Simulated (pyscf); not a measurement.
Cl–Ta(Cl)(Cl)(Cl)–Cl (SMILES [Cl][Ta]([Cl])([Cl])([Cl])[Cl]) + SiH₄ (SMILES [SiH4]) → H₃Si–Cl (SMILES [SiH3]Cl) + Cl–TaH(Cl)(Cl)–Cl (SMILES [Cl][TaH]([Cl])([Cl])[Cl]) (four-centre exchange; singlet surface; Cl–Ta, H–Si broken, Cl–Si, H–Ta formed). Optimised with ωB97X-D3(BJ)/def2-SVP in PySCF. Energies in kcal/mol from the separated reactants.

```tsv
level	barrier	reaction energy
ωB97X-D3(BJ)/def2-TZVP	12.7	+10.0
r²SCAN/def2-TZVP	___	+9.7
B3LYP-D3(BJ)/def2-TZVP	18.1	+9.2
M06-2X/def2-TZVP	___	___
ωB97M-D3(BJ)/def2-TZVP	17.6	+6.2
HF/def2-TZVP	34.4	+3.3
```

Q: What belongs in the gaps?

A: 
- r²SCAN/def2-TZVP, barrier: 18.0
- M06-2X/def2-TZVP, barrier: 17.3
- M06-2X/def2-TZVP, reaction energy: +6.0

The functionals in the table span 5.4 kcal/mol in this barrier, from ωB97X-D3(BJ) to B3LYP-D3(BJ). On the reactant side the descent ends in an adduct with a H–Ta contact, 6.9 kcal/mol under the separated species and 19.6 kcal/mol under the saddle at ωB97X-D3(BJ)/def2-TZVP. On the product side the descent ends in an adduct with a Cl–Ta contact, 9.0 kcal/mol under the separated species and 11.7 kcal/mol under the saddle at ωB97X-D3(BJ)/def2-TZVP. What is counted as formed (H–Ta) is already present as a longer contact in the reactant adduct; forming that adduct is a step of its own. What is counted as broken (Cl–Ta) persists as a longer contact in the product adduct; parting that adduct is a step of its own. One saddle was located; it need not be the lowest between these sides. Elements past Kr carry the def2 core potentials, without spin-orbit coupling.
